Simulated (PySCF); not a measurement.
EPR parameters of C4H7OS

Compound: C4H7OS (doublet state).
Structure used (GFN2-xTB), in Å, numbered top down from 1:
```xyz
13
C4H7OS angstrom
C     -1.7014   -0.7183   -0.4560
C     -0.4680    0.0588   -0.1750
S     -0.5971    1.6401    0.5151
C      0.8264   -0.4799   -0.4663
C      2.0193    0.3911   -0.1426
O      0.9471   -1.6005   -0.9568
H     -2.3480   -0.1956   -1.1638
H     -2.2764   -0.8970    0.4550
H     -1.4080   -1.6756   -0.8831
H     -1.9316    1.6617    0.5825
H      2.0398    0.6212    0.9216
H      2.9307   -0.1337   -0.4151
H      1.9628    1.3283   -0.6943
```

The hyperfine couplings belong to this conformer and change with its torsions.

Identity: `C[C](S)C(C)=O` [radical].

Computed with PySCF, UKS B3LYP, pcH-1 on C H O S, non-relativistic, mean-field spin-orbit, GIAO. One conformer (not necessarily the lowest) at the GFN2-xTB geometry, without solvent, vibrations or thermal averaging. Couplings are sensitive to structure, and on GFN2-xTB geometries they can be far from those on DFT ones. The SCF solution wasn't tested for stability.

```json
{"g1, g2, g3": "2.00198, 2.00637, 2.00989", "g_iso": "2.00608", "Form of g": "rhombic: the two nearest values differ by 45 % of g3 − g1", "⟨S²⟩": "0.7594 (exact 0.7500)", "α and β electrons": "28, 27", "Total energy": "-630.04490 Eh", "Basis functions": "230"}
```

Isotropic coupling and dipolar principal values T1 to T3, in 10⁻⁴ cm⁻¹; ρ(0) is the spin density at the nucleus (1 × 10⁻⁴ cm⁻¹ = 2.998 MHz):

| atom | isotope | a_iso | of which spin–orbit | T1 | T2 | T3 | Mulliken spin population | ρ(0) (bohr⁻³) |
| --- | --- | --- | --- | --- | --- | --- | --- | --- |
| C1 | 13C | -7.3 | 0.0 | -0.4 | 0.0 | 0.4 | -0.05 | -0.0194 |
| C2 | 13C | 20.3 | 0.1 | -18.5 | -18.1 | 36.6 | 0.62 | 0.0538 |
| S3 | 33S | 1.7 | -0.1 | -6.9 | -5.7 | 12.6 | 0.17 | 0.0155 |
| C4 | 13C | -9.8 | 0.0 | -1.6 | -0.1 | 1.6 | -0.06 | -0.0263 |
| C5 | 13C | -1.2 | 0.0 | -0.2 | -0.1 | 0.4 | 0.00 | -0.0033 |
| O6 | 17O | -6.5 | -0.1 | -28.4 | 14.2 | 14.2 | 0.27 | 0.0314 |
| H7 | 1H | 22.1 | 0.0 | -1.2 | -0.9 | 2.1 | 0.03 | 0.0148 |
| H8 | 1H | 22.0 | 0.0 | -1.2 | -0.9 | 2.1 | 0.03 | 0.0148 |
| H9 | 1H | 0.6 | 0.0 | -1.3 | -0.8 | 2.1 | 0.00 | 0.0004 |
| H10 | 1H | -2.6 | 0.0 | -1.2 | -0.5 | 1.7 | -0.01 | -0.0017 |
| H11 | 1H | 0.1 | 0.0 | -0.9 | -0.5 | 1.4 | 0.00 | 0.0000 |
| H12 | 1H | -0.4 | 0.0 | -0.7 | -0.3 | 1.0 | 0.00 | -0.0003 |
| H13 | 1H | 0.0 | 0.0 | -0.9 | -0.5 | 1.4 | 0.00 | 0.0000 |

The largest Mulliken spin populations are on C2 (+0.62), O6 (+0.27) and S3 (+0.17). Three atoms exceed +0.15. The angles at C2 add up to 360.0°, so it is planar.

Axes: g3 points within 5° of the C2–C4 bond.

Under fast tumbling the dipolar parts average out, and these isotropic splittings remain: 3 × 1H (H7/H8/H9, I = 1/2, 4 lines) with 1.59 mT and 1 × 1H (H10, I = 1/2, 2 lines) with 0.28 mT.

Class means assume fast exchange of nuclei equivalent by connectivity; if that motion is slow, each nucleus keeps its own coupling. The three 1H nuclei of mean +44.7 MHz run from 1.8 to 66.1 MHz in the frozen geometry.

The 17O coupling of O6 (-19.4 MHz) shows only in satellite lines or after enrichment, since that isotope makes up about 0.038 % of natural oxygen.

The 13C coupling of C2 (60.7 MHz) shows only in satellite lines or after enrichment, since that isotope makes up about 1.07 % of natural carbon.
